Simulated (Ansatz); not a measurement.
# AlPH (sextet): the correlation ladder, def2-TZVPP

One table from this session's results is given with a row withheld; the runs are named, their logs left out.

The runs use Ansatz 0.2.0, Gaussian basis; def2-TZVPP, core rule «outside noble gas», up to 10 orbitals frozen.

The runs, in order: UHF; ROHF; CCSD(T) on UHF.

## What is computed

The geometry is a PBE0/def2-TZVP stationary point (not a proven minimum) of the parent state, kept for this charge and spin.

3 atoms, charge 0, spin multiplicity 6.

Atoms are counted from 1 here; the program's logs count them from 0.

Bond lengths: Al1–P2 2.386 Å, Al1–H3 1.614 Å. Angles: P2–Al1–H3 114.3°.

Coordinates:

```xyz
3
AlHP
Al    0.00000   -0.10770    1.23771
P     0.00000    0.05101   -1.14324
H     0.00000    1.31542    1.99910
```

The first run:

in.yaml

```yaml
crystal:
  periodic: [false, false, false]
  atoms:
    - {symbol: Al, position_ang: [0.000000, -0.107696, 1.237712]}
    - {symbol: P, position_ang: [0.000000, 0.051009, -1.143237]}
    - {symbol: H, position_ang: [0.000000, 1.315423, 1.999097]}
basis:
  gaussian: {orbitals: def2-TZVPP}
magnetization: {spin_polarized: true, initial_magnetization: 5}
hamiltonian: {xc: hf}
output: {orbitals: {seedname: orbitals}}
```

Command:

```sh
ansatz run in.yaml --threads 1 --pin off --events-out ev --progress --plain --max-ram 4096MiB --backend cpu
```

Among the steps run: UHF; ROHF; CCSD(T) on UHF.

One table of the session follows, with a row left open; its other results are not shown here.

```
  method  from UCCSD(T) (kcal/mol)
    ROHF                   +111.38
     UHF                         ?
    UMP2                    +24.77
   UCCSD                     +4.65
UCCSD(T)                         0
```

**Question.** Estimate the row for UHF.

**Answer.** from UCCSD(T) (kcal/mol): +110.32. In the column «from UCCSD(T) (kcal/mol)» it lies between UMP2 (+24.77) and ROHF (+111.38).
